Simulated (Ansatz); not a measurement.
C2H6, SMILES CC.

Coordinates come from a ωB97X-D3(BJ)/def2-TZVP optimisation.

Two levels are set side by side: PBE/def2-TZVPD (Ansatz, a first-principles code) and CAM-B3LYP/def2-TZVPD (Ansatz). Energy differences of separate SCF runs at the same geometry; the states with an electron removed or added have multiplicity 2 and 2. Differences are taken from unrounded values.

```
quantity                             PBE
---------------------------------  -----
vertical ionisation energy (eV)    11.87
vertical singlet–triplet gap (eV)   8.31
```

**Question.** These are the PBE values. What does CAM-B3LYP give? (Estimate from the structure and the level; the computed values follow.)

**Answer.** 
```json
[
 {"quantity": "vertical ionisation energy (eV)", "CAM-B3LYP": "12.39", "PBE minus CAM-B3LYP": "-0.51"},
 {"quantity": "vertical singlet–triplet gap (eV)", "CAM-B3LYP": "9.02", "PBE minus CAM-B3LYP": "-0.71"}
]
```
